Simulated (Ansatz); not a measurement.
# As (model structure, started from the dhcp type, P6₃/mmc, No. 194, 4 atoms in the cell): equilibrium volume per atom by level of theory

No measured value is used here.

```
level (code)         value (Å³/atom)
-------------------  ---------------
PBE (Ansatz)                     ___
PBEsol (Ansatz)                18.38
PBE-D3(BJ) (Ansatz)            18.36
```

Problem. What belongs in the gaps?

Solution. 
- PBE (Ansatz, an electronic-structure program), value (Å³/atom): 19.25

Ansatz's density-functional and Hartree–Fock values are scalar-relativistic unless marked +SOC, with PAW data made under PBE.

A model structure was made by putting elements into a prototype or built by hand; it is no filed structure, need not be a known phase, and can be a saddle point held by its symmetry.
